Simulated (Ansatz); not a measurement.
Relaxed structures of SiH₃SO (charge +1), closed shell (PBE0-D4/def2-TZVP; forces vanish, vibrations not checked; lower isomers may exist, and structures with a doubtful reference or unclear bonds are left out; Å). Ansatz 0.2.0; basis: def2-TZVPP; cores frozen in the correlated methods.

(1) Rank them by CCSD(T) energy, lowest first, and give each one's height above the lowest. Links in brackets join atoms within 1.22 times the sum of their covalent radii (1.1 for two metals). (Judge from chemistry; the value comes from the calculation.)
A.
SiH₃SO ([O][S][SiH3]), total charge +1
```
6
angstrom
O -1.6296 -0.6340 -0.3907
S -0.3256 -0.8888 -0.9688
Si 1.1550 0.5924 -0.0224
H 2.1095 -0.3925 0.5403
H 1.6271 1.2459 -1.2665
H 0.3125 1.3668 0.9048
```
B.
SiH₃SO ([OH2][Si][SH]), total charge +1
```
6
angstrom
O 0.7761 0.7429 0.2300
S -1.1876 -1.0498 -0.8455
Si -0.1850 -0.7350 0.9601
H -1.8621 -2.0931 -0.3180
H 1.4136 1.2310 0.7731
H 0.7311 1.1193 -0.6642
```
C.
SiH₃SO ([OH][S][SiH2]), total charge +1
```
6
angstrom
O -1.4764 -0.8196 0.0500
S 0.0076 -1.0123 -0.5881
Si 0.8760 0.7572 -0.0666
H -1.7328 -1.6349 0.5109
H 2.2060 0.9866 -0.6539
H 0.1196 1.7229 0.7478
```

T1 diagnostic: at most 0.021. The restricted Hartree–Fock reference is unstable towards an unrestricted one at one or more of these structures.

Results:

(1) The calculation gives: B (0.00 kcal/mol), C (47.05 kcal/mol), A (82.19 kcal/mol). Heights count from the lowest.

For scale, one of the runs: CCSD(T)/def2-TZVPP, 157 basis functions, launched by `ansatz run in.yaml --threads 2 --pin off --events-out ev --progress --plain --max-ram 4352MiB`. Hardware: 2 CPU threads of an AMD EPYC 9R45, shared host. Wall time 6 s; peak host memory 1 GiB.
